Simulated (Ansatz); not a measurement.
**CH2AlN (SMILES N#[C][AlH2]): the energy, rung by rung**

CH2AlN has 5 atoms, charge 0, and is taken as a singlet. SMILES: `N#[C][AlH2]`. The shape is that of a PBE0-D4/def2-TZVP optimisation.

```xyz
5

N     1.3823   -1.3460    1.3942
C     0.7142   -0.6980    0.7118
Al   -0.4072    0.3900   -0.4346
H    -1.6297   -0.3229   -1.1202
H    -0.0097    1.9032   -0.5926
```

Quantity: the energy change with the C2–Al3 bond stretched from 1.938 to 4.845 Å, in eV. The values are calculated.

```tsv
level	kind	program	value (eV)	less FCI/STO-3G	CPU time (all runs)
HF/STO-3G (restricted)	Hartree–Fock	Ansatz	8.79	+2.26	0.2 s
SVWN5/STO-3G (restricted)	LDA	Ansatz	6.71	+0.18	1.4 s
PBE/STO-3G (restricted)	GGA	Ansatz	6.40	-0.13	2.1 s
revPBE/STO-3G (restricted)	GGA	Ansatz	6.27	-0.26	2.1 s
BHLYP/STO-3G (restricted)	global hybrid	Ansatz	7.92	+1.39	2.2 s
HSE06/STO-3G (restricted)	range-separated hybrid	Ansatz	7.19	+0.66	2.8 s
B2PLYP/STO-3G (restricted)	double hybrid	Ansatz	6.91	+0.38	3.1 s
MP2/STO-3G (restricted)	perturbation theory	Ansatz	8.53	+2.00	0.26 s
BCCD(T)/STO-3G (restricted)	coupled cluster or CI	Ansatz	6.20	-0.33	0.48 s
FCI/STO-3G	exact in the basis	Ansatz	6.53	0.00	3.5 min
```

FCI/STO-3G is exact within its basis and frozen core, so for wave-function methods in that basis the difference is their error; functionals converge differently with the basis, so for them it is only a difference. A spin-restricted reference rises too steeply as a bond breaks; here HF/STO-3G, BHLYP/STO-3G, HSE06/STO-3G, MP2/STO-3G lie well above the multireference or unrestricted value. The first shape isn't each level's own minimum. The values span 6.20 to 8.79 eV. All rows use very small basis sets, so none should be taken for the real molecule's value. Times are those of the runs behind each value, whatever else they computed, on shared processors of several kinds: orders of magnitude only.
